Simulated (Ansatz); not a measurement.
# SiHS+ (triplet): wave-function methods side by side, cc-pVTZ

The task here is to estimate one member of a computed series from the others.

Method: cc-pVTZ, core rule «outside noble gas», up to 10 orbitals frozen; program: Ansatz 0.2.0, Gaussian basis.

To be run: UHF; CCSD(T) on ROHF; CCSD(T) on UHF; BCCD(T) on ROHF; CCSDT(Q) on ROHF; CCSDT(Q) on UHF; CASSCF and MRCISD+Q, 10 electrons in 9 orbitals; CASSCF and NEVPT2, 10 electrons in 9 orbitals.

7 further runs of the same task are left out: 4 for a known fault of the program, 3 set aside as unsound or not needed.

**What is computed**

The geometry is a PBE0/def2-TZVP stationary point (not a proven minimum) of the parent state, kept for this charge and spin.

3 atoms, charge 1, spin multiplicity 3.

Atoms are counted from 1 here; the program's logs count them from 0.

Bond lengths: Si1–S2 2.172 Å, Si1–H3 1.496 Å. Angles: S2–Si1–H3 117.1°.

Geometry (Å):

```xyz
3

Si    0.00000   -0.09414    1.12404
S     0.00000    0.04500   -1.04390
H     0.00000    1.19175    1.88855
```

The first run:

File in.yaml:

```yaml
crystal:
  periodic: [false, false, false]
  atoms:
    - {symbol: Si, position_ang: [0.000000, -0.094141, 1.124038]}
    - {symbol: S, position_ang: [0.000000, 0.044996, -1.043902]}
    - {symbol: H, position_ang: [0.000000, 1.191747, 1.888549]}
basis:
  gaussian: {orbitals: cc-pVTZ}
total_charge: 1
magnetization: {spin_polarized: true, initial_magnetization: 2}
hamiltonian: {xc: hf}
output: {orbitals: {seedname: orbitals}}
```

Started as:

```console
$ ansatz run in.yaml --threads 1 --pin off --events-out ev --progress --plain --max-ram 4096MiB --backend cpu
```

Steps of the session up to this table: UHF; CCSD(T) on ROHF; CCSD(T) on UHF; BCCD(T) on ROHF; CCSDT(Q) on ROHF; CCSDT(Q) on UHF; CASSCF and MRCISD+Q, 10 electrons in 9 orbitals; CASSCF and NEVPT2, 10 electrons in 9 orbitals.

One of the session's tables, all rows but one given; the rest of the session is left out.

| method | from UCCSDT(Q) (meV) |
| --- | --- |
| ROHF | +7277.0 |
| UHF | +7071.8 |
| RMP2 | +1337.0 |
| UMP2 | +1359.3 |
| RCCSD | +424.4 |
| UCCSD | +416.5 |
| RCCSD(T) | +82.3 |
| UCCSD(T) | +82.8 |
| BCCD(T) | +84.1 |
| RCCSDT | ? |
| UCCSDT | +25.7 |
| RCCSDT(Q) | +4.9 |
| UCCSDT(Q) | 0 |
| CASSCF valence | +5594.9 |
| NEVPT2 valence | +1362.5 |
| MRCISD valence | +549.9 |
| MRCISD+Q valence | +90.4 |

Q: Estimate the row for RCCSDT from the others.

**Answer.** from UCCSDT(Q) (meV): +27.5. In the column «from UCCSDT(Q) (meV)» it lies between UCCSDT (+25.7) and RCCSD(T) (+82.3).

To keep in mind: Restricted and unrestricted rows rest on different reference determinants; where their highest levels disagree by more than a few hundredths of an eV, they describe different states and don't form one ladder.
